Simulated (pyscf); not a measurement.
7 gas-phase steps of one pattern: four-centre exchange on the singlet surface, B–Cl + H–H or B–F + H–H or Cl–Ga + H–H or F–Ga + H–H broken and B–H + Cl–H or B–H + F–H or Cl–H + Ga–H or F–H + Ga–H formed. Structures and frequencies: ωB97X-D3(BJ)/def2-SVP in PySCF. Electronic energies in kcal/mol, from the separated reactants; ΔE‡ at ωB97M-D3(BJ)/def2-TZVP, beside the barrier at PBE/def2-TZVP on the same structures. Rows were drawn at random from the steps of this pattern with a verified saddle, stable references and no exit in the data more than 5 kcal/mol lower.

```csv
row,step,ΔE‡(PBE),ΔE‡
1,HN=B–Cl + H₂ -> HB=NH + HCl,44.4,53.8
2,O=B–Cl + H₂ -> HB=O + HCl,44.6,?
3,HN=B–F + H₂ -> HB=NH + HF,47.4,55.4
4,O=B–F + H₂ → HB=O + HF,46.8,54.2
5,F–GaH–SeH + H₂ → H₂Ga–SeH + HF,21.9,25.8
6,Cl–GaH–SeH + H₂ → H₂Ga–SeH + HCl,27.7,33.3
7,F–B(Cl)–Cl + H₂ → Cl–BH–Cl + HF,43.3,48.9
```

### Question
From a straight line through the complete rows, estimate the missing barrier and say how far the line can be trusted.

### Answer
Over the 6 complete rows the means are +38.6 (ΔE‡(PBE)) and 45.2 (ΔE‡); least squares gives b = 1.14 and a = 1.2 kcal/mol, with residuals of 1.1 kcal/mol (root mean square; largest 2.0, row 1). For row 2: 1.2 + 1.14 × (+44.6) = 52.0 kcal/mol. The computed barrier is 53.7 kcal/mol, 1.7 over the line. The line follows the complete rows closely. Each barrier is that of the saddle found. Elements up to Kr have no core potential and no relativistic terms here.
